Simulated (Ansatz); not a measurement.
C4H7N can be A, `C#CC(C)N`, or B, `C=NC(=C)C`.

Computed with Ansatz on PBE0-D4/def2-TZVP structures; ΔE is electronic, products minus reactants. CCSD(T)/CBS is the MP2 limit (def2-TZVPP, def2-QZVPP) plus CCSD(T) − MP2 in def2-TZVPP, frozen cores. DFT in def2-TZVPP. B3LYP here is the variant with VWN-RPA as its local correlation; programs differ in this. One conformer a species, not always the lowest.

Problem. Which isomer does CCSD(T)/CBS put lower? Give the gap. (An estimate is asked.)

Solution. Computed: B, by 55.5 kJ/mol.

Problem. Give E(B) − E(A) in kJ/mol with ωB97M-V, r2SCAN-D4, PBE-D4, HF/def2-TZVPP, B3LYP-D4, B2PLYP, MP2/def2-TZVPP. (Estimate.)

Solution. The calculation gave: ωB97M-V -60.3, r2SCAN-D4 -71.8, PBE-D4 -75.6, HF/def2-TZVPP -61.0, B3LYP-D4 -72.7, B2PLYP -61.9, MP2/def2-TZVPP -47.8. None reverses the order clearly.

Largest T1 diagnostic: 0.012.

From PBE to PBE0 (25 % exact exchange), in def2-TZVPP and without D4, E(B) − E(A) moves by +6.4 kJ/mol.
